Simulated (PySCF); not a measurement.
## NaAl: mean field, correlation and small terms against distance

State: ¹Σ⁺, singlet, closed shell. RHF-based CCSD(T) in PySCF 2.14 with Na cc-pCVDZ, Al aug-cc-pV(D+d)Z and Na cc-pCVTZ, Al aug-cc-pV(T+d)Z (frozen core orbitals: 6; no relativity). Correlation energies are extrapolated as n⁻³ (n = 2, 3), Hartree–Fock as (n+1)·exp(−9√n). CV is the change on freezing 2 orbitals instead, in Na cc-pCVTZ, Al cc-pwCVTZ. SR is the spin-free X2C energy in Na cc-pCVTZ-DK, Al cc-pVTZ-DK less the non-relativistic one in Na cc-pCVTZ, Al cc-pVTZ. All energies in eV from Na + Al.

```tsv
R (Å)	HF/CBS	CCSD corr.	(T)	CV	SR	total
2.7846	0.344	-0.964	-0.0822	0.0003	-0.0008	-0.703
2.9112	0.229	-0.934	-0.0799	0.0018	-0.0002	-0.784
3.0378	0.164	-0.909	-0.0788	0.0029	0.0003	-0.820
3.1644	0.139	-0.889	-0.0787	0.0036	0.0006	-0.824
3.2909	0.143	-0.873	-0.0795	0.0040	0.0008	-0.805
3.4492	0.178	-0.859	-0.0817	0.0041	0.0009	-0.757
3.6074	0.237	-0.851	-0.0853	0.0041	0.0009	-0.694
```

A fit to the total gives Re = 3.1183 Å, De = 0.826 eV, ωe = 190.5 cm⁻¹, Be = 0.1397 cm⁻¹ (masses 22.9898 and 26.9815 u).

Q: At R = 3.1644 Å the CCSD correlation energy is -0.267697 hartree in the smaller basis and -0.352455 in the larger. Extrapolate it.

A: (3³·E3 − 2³·E2)/(3³ − 2³) = -0.38814 hartree; the larger basis holds 90.8 % of it.

The T1 diagnostic is 0.013. The open-shell atoms are computed with UHF. Spin–orbit coupling, excitations beyond (T) and corrections to the Born–Oppenheimer picture are left out.
